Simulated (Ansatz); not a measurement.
**Lithium, bcc: convergence with Fermi-Dirac smearing**

Computed with Ansatz, PBE, scalar-relativistic PAW, on the relaxed cell (a = 3.431 Å; spin not included). Errors count from a run at 420 eV on a Γ-centred 21×21×21 mesh with Fermi-Dirac smearing of 0.1 eV, extrapolated to zero width. Fixed here: cutoff 420 eV, mesh 13×13×13. The SCF starts from atomic densities corrected by a trained network.

```tsv
width (eV)	E(σ→0) error (meV/atom)	F error (meV/atom)	P (GPa)	SCF iterations
0.01	-1.2	-1.3	0.02	6
0.03	-1.2	-1.9	0.02	6
0.1	-1.1	-8.7	0.04	6
0.2	-1.0	-31.8	0.11	6
0.3	-2.6	-69.6	0.21	6
0.6	-22.1	-256.1	0.68	6
1.0	-75.1	-640.1	1.78	6
```
